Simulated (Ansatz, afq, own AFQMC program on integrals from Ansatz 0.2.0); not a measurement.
# Where AFQMC and coupled cluster stand for BH₂O, doublet

```xyz
4

B     0.0000    0.0000    0.5860
O     0.0000    0.0000   -0.5363
H     0.0000    0.9200    1.1143
H     0.0000   -0.9200    1.1143
```

Connectivity, by distances: BH2–O.

Basis cc-pVDZ. Only valence electrons are correlated. Ansatz 0.2.0 and our own AFQMC program on the same integrals; the CISD trial comes from CCSD amplitudes, and released means the phaseless constraint is let go. ± is one standard error of the sampling.

Determinant: UHF, the one that the program's search chose, which needn't be the lowest solution. The geometry is a point of a scan.

No full CI on the walks' own integrals is used here; CCSDT(Q) serves as the reference and is uncertain by about the last step of the cluster series.

Cautions: the released energies are still falling, so no released level is given (meV from the phaseless value at times in 1/Eh: -6 ± 11 at 0.24, -5 ± 12 at 0.51, -9 ± 12 at 0.99, -12 ± 14 at 1.62, -34 ± 18 at 2.40), though the last usable value meets CCSDT(Q) within the noise; the ph-AFQMC/CISD walk drifts between its halves (2.7 errors).

```
T1 diagnostic                               : 0.0358
weight of the determinant in the CISD state : 0.888
⟨S²⟩ of the determinant                     : 0.769
size of the correlated space                : 11 electrons in 36 orbitals
```

Reference: CCSDT(Q), correlation energy -7.408 eV.

```csv
level,E − E(reference) (mEh),share of correlation (%)
HF,272.24,0.00
MP2,37.65,86.17
CCSD,7.55,97.23
CCSD(T),1.39,99.49
CCSDT,0.60,99.78
ph-AFQMC/CISD,0.66 ± 0.52,99.76
```

A walk keeps the symmetry of its determinant, which the program's search chose and which needn't be the lowest solution, so a lower state of the same spin and another symmetry isn't excluded.
